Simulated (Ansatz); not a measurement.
**BCl+ (doublet): wB97M-V, HSE06 over a scan of the distance B1–Cl2, 6-31G**

How well do these functionals follow the top wave-function level for BCl+ (doublet) over a scan of the distance B1–Cl2?

Method: 6-31G, all electrons in the functionals; program: Ansatz 0.2.0, Gaussian basis.

Plan: wB97M-V, HSE06, at 1.283 Å; 1.457 Å; 1.596 Å; 1.752 Å; 1.921 Å; 2.172 Å; 2.501 Å; 2.950 Å; 3.574 Å; 4.204 Å; 5.492 Å.

14 further runs of the same task are left out: 14 that didn't finish.

**1. The geometry**

The geometry derives from a PBE0/def2-TZVP stationary point (not a proven minimum). One bond is set to the value named and the two fragments are kept rigid.

2 atoms, charge 1, spin multiplicity 2.

Atoms are counted from 1 here; the program's logs count them from 0.

Bond lengths: B1–Cl2 1.596 Å.

No dispersion term is added; wB97M-V holds VV10 nonlocal correlation. HSE06 is the plane-wave form.

The geometry shown and the zero of energy belong to the point 1.596 Å. The yardstick, FCI, and other wave-function levels (R restricted, U unrestricted, valence and pair active spaces) come from earlier runs.

**2. wB97M-V, 1.283 Å**

The input, in.yaml:

```yaml
crystal:
  periodic: [false, false, false]
  atoms:
    - {symbol: B, position_ang: [0.000000, 0.000000, 0.000000]}
    - {symbol: Cl, position_ang: [0.000000, 0.000000, 1.283000]}
basis:
  gaussian: {orbitals: 6-31G}
total_charge: 1
magnetization: {spin_polarized: true, initial_magnetization: 1}
hamiltonian: {xc: {name: wB97M-V}}
output: {forces: true, orbitals: {seedname: orbitals}}
```

Run with:

```console
$ ansatz run in.yaml --threads 1 --pin off --events-out ev --progress --plain --max-ram 2393MiB
```

After this run come: wB97M-V, 1.457 Å; wB97M-V, 1.596 Å; wB97M-V, 1.752 Å; wB97M-V, 1.921 Å; wB97M-V, 2.172 Å; wB97M-V, 2.501 Å; wB97M-V, 2.950 Å; wB97M-V, 3.574 Å; wB97M-V, 4.204 Å; wB97M-V, 5.492 Å; HSE06, 1.283 Å; HSE06, 1.457 Å; HSE06, 1.596 Å; HSE06, 1.752 Å; HSE06, 1.921 Å; HSE06, 2.172 Å; HSE06, 2.501 Å; HSE06, 2.950 Å; HSE06, 3.574 Å; HSE06, 4.204 Å; HSE06, 5.492 Å.

Before running them: what should the planned runs give, taken together? Wanted: span of the FCI curve; largest miss, wB97M-V; largest miss, HSE06.

The runs gave:

| quantity | value |
| --- | --- |
| span of the FCI curve | 115.4 kcal/mol |
| largest miss, wB97M-V | +18.9 kcal/mol (5.492 Å) |
| largest miss, HSE06 | +31.3 kcal/mol (5.492 Å) |

**Reading.** Of the functionals, wB97M-V keep the smallest largest miss at the points compared (at most 18.9 kcal/mol) and HSE06 strays most (31.3 kcal/mol, at 5.492 Å). Functionals and the yardstick converge differently with the basis, so part of each miss in 6-31G is the basis.
